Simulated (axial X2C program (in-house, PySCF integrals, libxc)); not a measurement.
## What spin–orbit coupling does to NaB⁻ in a model world with the speed of light multiplied by 0.9

Calculated with an in-house relativistic program for diatomic molecules. Spin-free means the one-electron spin-free X2C Hamiltonian; two-component (2c) means X2C with spin–orbit coupling and atomic mean-field two-electron Coulomb and Gaunt terms, so the difference of the two also holds small scalar two-electron terms; the speed of light was multiplied by 0.9, so these are model numbers, not those of the real molecule. Basis: Na dyall-av3z [10s9p5d2f], B dyall-av3z [8s7p3d2f] (cores contracted in-house); Gaussian nuclei, density fitting, unrestricted open shells. Masses: Na 22.990 u, B 11.009 u.

Spin-free state: M_S = 1/2, Λ = 1 (beyond evenly filled blocks: π+α); fragments Na- + B for PBE0, HF, TPSSh; Na + B- for r2SCAN.

| level | Re (Å) | ωe (cm⁻¹) | De (eV) | μ (D) |
| --- | --- | --- | --- | --- |
| PBE0 | 2.657 | 254.0 | 1.111 | 1.46 |
| HF | 2.664 | 268.8 | 0.868 | 2.47 |
| TPSSh | 2.676 | 249.1 | 0.991 | 1.61 |
| r2SCAN | 2.668 | 254.0 | n/a | 1.49 |

Dipoles are positive if B is the positive end and refer to the centre of mass.

Within this multiplet, which Ω should lie lowest by the rule for regular and inverted multiplets?

The open π shell holds one electron, so the multiplet is regular: Ω = Λ − 1/2 = 1/2. The PBE0 2c search agrees, though Ω = 3/2 of the search lies only 0.00 eV higher.

Two-component determinant lowest at the distance of the search:

Ω = 1/2 (⟨Sz⟩ = -0.50, ⟨Lz⟩ = 1.00 at PBE0); fragments Na- + B for PBE0, HF, TPSSh; Na + B- for r2SCAN.

```
 level  Re (Å)  ωe (cm⁻¹)  De (eV)  μ (D)
  PBE0   2.657      254.0    1.112   1.46
    HF   2.664      268.8    0.834   2.47
 TPSSh   2.676      249.1    0.991   1.62
r2SCAN   2.668      254.0      n/a   1.49
```

From the two tables, how do the constants change at the PBE0 level (2c against spin-free)?

At the PBE0 level Re is unchanged within 0.001 Å and ωe stays the same within 0.2 cm⁻¹; De is not compared, since the atomic limits differ or miss part of their spin–orbit lowering.

The state is one determinant whose occupation by symmetry is held fixed; it was picked as the lowest of a PBE0 search that is not exhaustive. De is counted from the lowest determinant-based energies of the atoms at the same level, without counterpoise correction. De is not given where an atomic determinant may have missed its ground term or J level, or where the truncated virtual space spoils (T). Density functionals use the spin component along the axis (collinear). The 2c atoms are single determinants rather than J levels; their spin–orbit lowering is only partly caught, and De is too large by that part. This holds for PBE0, TPSSh. Other states lie close and PBE0, whose exact exchange favours high spin, may order them wrongly; the determinant shown need not be the ground state. The nearest other spin-free determinant of the search, M_S = 3/2, Λ = 1, lies 0.18 eV up at the distance of the search. Without a current term, density functionals place determinants with orbital angular momentum somewhat too high. At some level and bond length an empty orbital lies below a filled one. The highest occupied level of some functionals is positive through self-interaction error; at Hartree–Fock it is bound. The determinant is spin-polarised beyond a pure state at some levels (its spin-free form has ⟨S²⟩ too high), which makes Re and μ there less reliable. Hartree–Fock gets electron affinities wrong, so its lowest charge split need not be the true one.
